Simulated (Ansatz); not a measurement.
```xyz
3

O     0.0006    0.8296   -0.7111
H     0.0033    1.5984   -0.1010
Cl    0.0064   -0.4916    0.3360
```

RHF on singlet HClO was run in several spherical basis sets with Ansatz (development build ahead of 0.2.0).

(1) Rank the basis sets by the total energy that they give, lowest first, with the distance from the lowest.
A. STO-3G
B. cc-pVDZ
C. cc-pVTZ

Results:

(1) C (0.00 eV), B (1.27 eV), A (163.00 eV).

Totals follow the description of the cores as much as that of the bonds, so this order isn't one of quality for chemistry.
